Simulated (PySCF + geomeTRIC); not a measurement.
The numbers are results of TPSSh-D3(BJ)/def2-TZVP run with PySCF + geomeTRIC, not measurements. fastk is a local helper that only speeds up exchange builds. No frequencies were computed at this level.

```python
import json, numpy as np
from pyscf import gto, dft
from fastk import lowrank_exchange
atoms = """
Si     0.001150    -0.000423     0.238319
H     -0.591452     1.284795    -0.073792
H      1.407657    -0.130617    -0.086281
H     -0.817354    -1.153756    -0.078246
"""
def scf(charge, spin, dm0=None):
    mol = gto.M(atom=atoms, basis='def2-tzvp', ecp={}, charge=charge, spin=spin, verbose=3, max_memory=3780)
    mf = dft.KS(mol, xc='tpssh').density_fit(auxbasis="def2-universal-jkfit")
    mf.disp = 'd3bj'
    mf.grids.level = 3
    mf.conv_tol = 1e-8
    mf.max_cycle = 60
    mf.kernel(dm0)
    if not mf.converged:
        mf = mf.newton().run(mf.mo_coeff, mf.mo_occ).undo_soscf()
    return mf
mf = scf(0, 1)
lowrank_exchange(mf)  # same exchange matrices as the stock routine, built faster for response steps
mo, _, stable, _ = mf.stability(return_status=True)
if not stable:
    mf.kernel(mf.make_rdm1(mo, mf.mo_occ))
del mf.get_jk
from pyscf.geomopt.geometric_solver import kernel as optimize
path = []
done, mol = optimize(mf, maxsteps=80, assert_convergence=False, callback=lambda env: path.append((env["energy"], bool(env["g_scanner"].converged))))
res = dict(converged=bool(done and path[-1][1]), energy=path[-1][0], path=[e for e, c in path], xyz=mol.atom_coords(unit="Angstrom").tolist(), nao=mol.nao)
json.dump(res, open("result.json", "w"))
```

Output:

```
converged SCF energy = -291.260518591228  <S^2> = 0.75351308  2S+1 = 2.00351
<class 'pyscf.df.df_jk.DFUKS'> wavefunction is stable in the internal stability analysis
Geometry optimization cycle 1
converged SCF energy = -291.2605185914  <S^2> = 0.75351406  2S+1 = 2.003511
cycle 1: E = -291.260518591  dE = -291.261  norm(grad) = 0.0276261
Geometry optimization cycle 2
converged SCF energy = -291.263174547653  <S^2> = 0.75254883  2S+1 = 2.0025472
cycle 2: E = -291.263174548  dE = -0.00265596  norm(grad) = 0.00397466
Geometry optimization cycle 3
converged SCF energy = -291.263279914102  <S^2> = 0.75264143  2S+1 = 2.0026397
cycle 3: E = -291.263279914  dE = -0.000105366  norm(grad) = 0.000774616
Geometry optimization cycle 4
converged SCF energy = -291.263281173945  <S^2> = 0.75264665  2S+1 = 2.0026449
cycle 4: E = -291.263281174  dE = -1.25984e-06  norm(grad) = 3.00938e-05
Geometry optimization cycle 5
converged SCF energy = -291.263281175613  <S^2> = 0.75264702  2S+1 = 2.0026453
cycle 5: E = -291.263281176  dE = -1.66835e-09  norm(grad) = 1.69851e-06
<class 'geometric.internal.Distance'> : 3
<class 'geometric.internal.Angle'> : 3
<class 'geometric.internal.TranslationX'> : 1
<class 'geometric.internal.TranslationY'> : 1
<class 'geometric.internal.TranslationZ'> : 1
<class 'geometric.internal.RotationA'> : 1
<class 'geometric.internal.RotationB'> : 1
<class 'geometric.internal.RotationC'> : 1
Step    0 : Gradient = 1.381e-02/1.885e-02 (rms/max) Energy = -291.2605185914
Step    1 : Displace = 7.331e-02/1.247e-01 (rms/max) Trust = 1.000e-01 (=) Grad = 1.987e-03/2.101e-03 (rms/max) E (change) = -291.2631745477 (-2.656e-03) Quality = 0.846
Step    2 : Displace = 1.471e-02/1.669e-02 (rms/max) Trust = 1.414e-01 (+) Grad = 3.873e-04/4.560e-04 (rms/max) E (change) = -291.2632799141 (-1.054e-04) Quality = 0.987
Step    3 : Displace = 8.522e-04/1.207e-03 (rms/max) Trust = 2.000e-01 (+) Grad = 1.505e-05/1.634e-05 (rms/max) E (change) = -291.2632811739 (-1.260e-06) Quality = 1.033
Step    4 : Displace = 3.390e-05/3.602e-05 (rms/max) Trust = 2.828e-01 (+) Grad = 8.493e-07/1.254e-06 (rms/max) E (change) = -291.2632811756 (-1.668e-09) Quality = 0.859
Converged! =D
```

Cost: about 60 core-seconds (a rough figure).
